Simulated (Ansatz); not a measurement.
Process, species as SMILES: OO (H2O2) + H+ → O[OH2+]
B3LYP-D3(BJ)/def2-TZVP geometries, fixed; electronic energies without zero-point terms; positive where energy is released.

The proton affinity at MP2 with Ansatz (a quantum-chemistry and plane-wave program), in kcal/mol, split into its Hartree-Fock and correlation parts. Cores are frozen. No added dispersion term, no relativity. Functions are those of the species that has most.

```csv
basis,X,functions,Hartree-Fock,MP2
aug-cc-pVDZ,2,73,169.63,163.05
aug-cc-pVTZ,3,161,171.12,163.84
aug-cc-pVQZ,4,298,171.33,163.71
```

Worked estimate of the basis-set limit from each neighbouring pair, with Hartree-Fock from the larger set and the correlation part extrapolated as X^-3.
Correlation parts: X = 2: -6.58, X = 3: -7.28, X = 4: -7.62.
- (2,3): (27·(-7.28) - 8·(-6.58))/19 = -7.57; with Hartree-Fock 171.12 the estimate is 163.55 kcal/mol.
- (3,4): (64·(-7.62) - 27·(-7.28))/37 = -7.87; with Hartree-Fock 171.33 the estimate is 163.46 kcal/mol.
The last two estimates differ by 0.08 kcal/mol; the largest set lies 0.25 from the last. Over the last step Hartree-Fock moves by 0.21 and the correlation part by -0.34.
